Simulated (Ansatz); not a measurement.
**BSiH₅ (singlet): from Hartree-Fock to the top rungs at distance B1–H4 along a hydrogen transfer = 1.110 Å, cc-pVDZ**

An exercise on one series of results from a longer session: the logs are not shown, and one member is left open.

Computed with Ansatz 0.2.0, Gaussian basis. Level: cc-pVDZ, core rule «outside noble gas», up to 6 orbitals frozen.

The runs, in order: UHF; CCSD(T) on RHF; CCSD(T) on UHF; BCCD(T) on RHF; CISD; CCSDT(Q) on RHF; CCSDT(Q) on UHF; CASSCF and MRCISD+Q, 2 electrons in 2 orbitals; CASSCF and NEVPT2, 2 electrons in 2 orbitals; CASSCF and MRCISD+Q, 8 electrons in 8 orbitals; CASSCF and NEVPT2, 8 electrons in 8 orbitals.

6 further runs of the same task are left out: 1 for a mislabelled method, 4 that didn't finish, 1 set aside as unsound or not needed.

**What is computed**

The geometry derives from fragments relaxed apart (PBE0/def2-TZVP) and kept rigid, so it is no stationary point. A hydrogen atom is moved between rigid fragments.

7 atoms, charge 0, spin multiplicity 1.

Atoms are counted from 1 here; the program's logs count them from 0.

Bond lengths: B1–H2 1.193 Å, B1–H3 1.193 Å, B1–H4 1.110 Å, Si5–H6 1.526 Å, Si5–H7 1.526 Å. Angles: H2–B1–H3 120.0°, H2–B1–H4 120.0°, H3–B1–H4 120.0°, H6–Si5–H7 91.2°.

Geometry (Å):

```xyz
7

B    -2.3213    0.0401    0.0000
H    -2.9180    1.0737    0.0000
H    -2.9180   -0.9935    0.0000
H    -1.2113    0.0401    0.0000
Si    1.0287    0.0401    0.0000
H     1.6409   -0.8342    1.0900
H     1.6409   -0.8342   -1.0900
```

The first run:

in.yaml reads:

```yaml
crystal:
  periodic: [false, false, false]
  atoms:
    - {symbol: B, position_ang: [-2.321311, 0.040114, 0.000000]}
    - {symbol: H, position_ang: [-2.918044, 1.073685, 0.000000]}
    - {symbol: H, position_ang: [-2.918044, -0.993457, 0.000000]}
    - {symbol: H, position_ang: [-1.211311, 0.040114, 0.000000]}
    - {symbol: Si, position_ang: [1.028689, 0.040114, 0.000000]}
    - {symbol: H, position_ang: [1.640870, -0.834170, 1.090012]}
    - {symbol: H, position_ang: [1.640870, -0.834170, -1.090012]}
basis:
  gaussian: {orbitals: cc-pVDZ}
magnetization: {spin_polarized: true, initial_magnetization: 0}
hamiltonian: {xc: hf}
output: {orbitals: {seedname: orbitals}}
```

Started as:

```sh
$ ansatz run in.yaml --threads 1 --pin off --events-out ev --progress --plain --max-ram 2393MiB
```

Among the steps run: UHF; CCSD(T) on RHF; CCSD(T) on UHF; BCCD(T) on RHF; CISD; CCSDT(Q) on RHF; CCSDT(Q) on UHF; CASSCF and MRCISD+Q, 2 electrons in 2 orbitals; CASSCF and NEVPT2, 2 electrons in 2 orbitals; CASSCF and MRCISD+Q, 8 electrons in 8 orbitals; CASSCF and NEVPT2, 8 electrons in 8 orbitals.

One table of the session follows, with a row left open; its other results are not shown here.

| method | from RCCSDT(Q) (meV) |
| --- | --- |
| RHF | +6576.8 |
| UHF | +6532.7 |
| RMP2 | +1542.2 |
| CISD | +732.2 |
| RCCSD | +151.9 |
| RCCSD(T) | +32.7 |
| BCCD(T) | ? |
| RCCSDT | +4.5 |
| RCCSDT(Q) | 0 |
| CASSCF pair | +6087.2 |
| NEVPT2 pair | +1494.2 |
| MRCISD pair | +609.3 |
| MRCISD+Q pair | +28.9 |
| CASSCF frontier | +4914.6 |
| NEVPT2 frontier | +1373.3 |
| MRCISD frontier | +407.5 |
| MRCISD+Q frontier | +24.9 |

Q: Estimate the row for BCCD(T) from the others.

As computed: from RCCSDT(Q) (meV): +32.6. In the column «from RCCSDT(Q) (meV)» it lies between MRCISD+Q pair (+28.9) and RCCSD(T) (+32.7).

Not comparable, so not listed: CCSD(T) on UHF; CCSDT(Q) on UHF (they don't share determinant, frozen orbitals or solution with the rows shown, or repeat one).

Limits of these values: Warnings: restricted reference is unstable; spin contamination.
